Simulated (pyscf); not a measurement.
Structures and frequencies: ωB97X-D3(BJ)/def2-SVP in PySCF. MP2 and CC: frozen core, UHF for open shells. ΔMP2 is the change of the MP2 total energy from the triple- to the quadruple-zeta basis.

Q: PBE/def2-TZVP puts the barrier of disilane (H₃Si–SiH₃) + hydrogen fluoride (HF) → F–SiH₃ + silane (SiH₄) (four-centre exchange; singlet surface; Si–Si, F–H broken, F–Si, H–Si formed) at 28.1 kcal/mol and the reaction energy at -26.8 kcal/mol, from the separated reactants. What do B3LYP-D3(BJ)/def2-TZVP, PBE0-D3(BJ)/def2-TZVP, CCSD(T)/def2-TZVPP + ΔMP2(QZVPP) give on the same structures?

A: B3LYP-D3(BJ): ΔE‡ = 34.3 kcal/mol, ΔE = -31.4 kcal/mol; PBE0-D3(BJ): ΔE‡ = 32.8 kcal/mol, ΔE = -26.5 kcal/mol; CCSD(T): ΔE‡ = 38.9 kcal/mol, ΔE = -29.6 kcal/mol. PBE's barrier lies under all of them, by 4.7 to 10.8 kcal/mol. Its reaction energy lies among theirs. Low barriers are usual for a GGA, whose delocalisation error favours stretched bonds. At the saddle there is also a short H–Si contact that neither side keeps. One saddle was located; it need not be the lowest between these sides. The CCSD(T) − MP2 part came from Ansatz, without density fitting, on the same reference.
